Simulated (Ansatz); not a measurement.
Geometry optimisation, UKS BLYP/def2-SVP in Ansatz 0.2.0.

The input (input.yaml):

```yaml
crystal:
  periodic: [false, false, false]
  atoms:
    - { symbol: B, position_ang: [-1.18605, 0.09312, -0.66178] }
    - { symbol: Si, position_ang: [0.43323, 0.20586, 0.30559] }
    - { symbol: Mg, position_ang: [2.00901, -1.74583, 0.69738] }
    - { symbol: H, position_ang: [-2.18921, -0.24545, -0.1383] }
    - { symbol: H, position_ang: [-1.20727, 0.21478, -1.83626] }
    - { symbol: H, position_ang: [0.49471, 0.47247, 1.8109] }
    - { symbol: H, position_ang: [1.64558, 1.00506, -0.17753] }
magnetization:
  spin_polarized: true
  initial_magnetization: 1
basis:
  gaussian: { orbitals: def2-SVP }
hamiltonian:
  xc: blyp
relax:
  f_tol: 0.015
  max_steps: 40
```

Launched with:

```bash
$ ansatz run input.yaml --threads 1 --pin off --max-ram 2048MiB --backend cpu --events-out ev --progress --plain --runs-dir out
```

Problem. Where does it end, and by what steps?

Solution. The forces met the threshold. After 16 steps the energy has fallen by 0.408 eV; Mg3 moved furthest, 1.75 Å. Joined: B1–Mg3 (3.93 → 2.41 Å).

| step | energy less start (eV) | largest force component (eV/Å) | accepted |
| --- | --- | --- | --- |
| 0 | 0.0000 | 0.962 | yes |
| 1 | -0.1643 | 0.478 | yes |
| 2 | -0.2202 | 0.174 | yes |
| 3 | -0.2317 | 0.232 | yes |
| 4 | -0.2405 | 0.120 | yes |
| 5 | -0.2482 | 0.076 | yes |
| 6 | -0.2592 | 0.122 | yes |
| 7 | -0.2731 | 0.146 | yes |
| 8 | -0.3041 | 0.102 | yes |
| 9 | -0.3362 | 0.175 | yes |
| 10 | -0.3697 | 0.160 | yes |
| 11 | -0.3901 | 0.264 | yes |
| 12 | -0.3972 | 0.194 | yes |
| 13 | -0.4057 | 0.059 | yes |
| 14 | -0.4070 | 0.048 | yes |
| 15 | -0.4077 | 0.039 | yes |
| 16 | -0.4078 | 0.004 | yes |

```xyz
7
Properties=species:S:1:pos:R:3
B -0.783 -0.186 -0.503
Si 0.440 0.871 0.488
Mg 0.585 -2.150 -0.237
H -1.693 -0.768 0.063
H -0.665 -0.292 -1.712
H 0.459 0.986 1.985
H 1.657 1.540 -0.084
```

The run took 33 s on 1 thread of Intel(R) Xeon(R) Platinum 8488C (Sapphire Rapids) (shared host), peak memory 0.18 GiB.
